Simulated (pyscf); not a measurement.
A first-order saddle from PySCF, ωB97X-D3(BJ)/def2-SVP:

```xyz
12

Cd    -0.2891     0.7040     0.3175
C     -2.2768     1.4525     1.5005
C      0.3654     0.1893    -1.6235
H     -2.4040     2.3684     0.8953
H     -2.9257     0.6677     1.0704
H     -2.7167     1.6922     2.4846
H      1.4629     0.1211    -1.6617
H     -0.0534    -0.7843    -1.9213
H      0.0362     0.9415    -2.3561
O      0.1193     0.9506     2.4544
H     -1.0578     1.1670     2.1813
H      0.2839     0.2253     3.0705
```
Charge 0, spin multiplicity 1.

Surface: singlet, charge 0. Lowest wavenumbers (cm⁻¹): 1420i, 9, 89, 92, 101.

Task: What reaction is this the transition state of?

Result: `[CH3][Cd][CH3]` + `[OH2]` ⇌ `[CH3][Cd][OH]` + `[CH4]`, a four-centre exchange read from left to right: C–Cd, H–O broken and Cd–O, C–H formed. At ωB97M-D3(BJ)/def2-TZVP it lies +22.3 kcal/mol from the left side and +33.1 kcal/mol from the right (each side as separated species at their lowest minima found). On the reactant side the descent ends in a complex (not fully relaxed), 6.0 kcal/mol under the separated species and 27.8 kcal/mol under the saddle at ωB97X-D3(BJ)/def2-TZVP. This is the saddle that the search found; another between the same sides may lie lower. Elements past Kr carry the def2 core potentials, without spin-orbit coupling.
